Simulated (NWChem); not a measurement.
System: allene (C$_{3}$H$_{4}$); SMILES C=C=C

NWChem input:

```
start job
memory heap 200 mb stack 900 mb global 1100 mb
geometry units angstroms
  C      0.000000     0.000000     1.307763
  C      0.000000     0.000000     0.000000
  C      0.000000     0.000000    -1.307763
  H     -0.662381     0.662381     1.874887
  H      0.662381    -0.662381     1.874887
  H     -0.662381    -0.662381    -1.874887
  H      0.662381     0.662381    -1.874887
end
basis spherical
  * library sto-3g
end
dft
  xc hfexch
  iterations 150
end
driver
  maxiter 120
end
task dft optimize
task dft freq
```

The level has its own optimisation; frequencies are unscaled.

Problem. Give the results of this calculation. (Hartree-Fock/STO-3G.) Quantities: r C–C (Å); r C–H (Å); highest harmonic frequency (cm⁻¹); lowest (cm⁻¹); zero-point energy (kcal/mol).

Solution. 
```
Quantity                           Result
---------------------------------  ------
r C–C (Å)                           1.288
r C–H (Å)                           1.083
highest harmonic frequency (cm⁻¹)    3778
lowest (cm⁻¹)                         427
zero-point energy (kcal/mol)         40.8
```
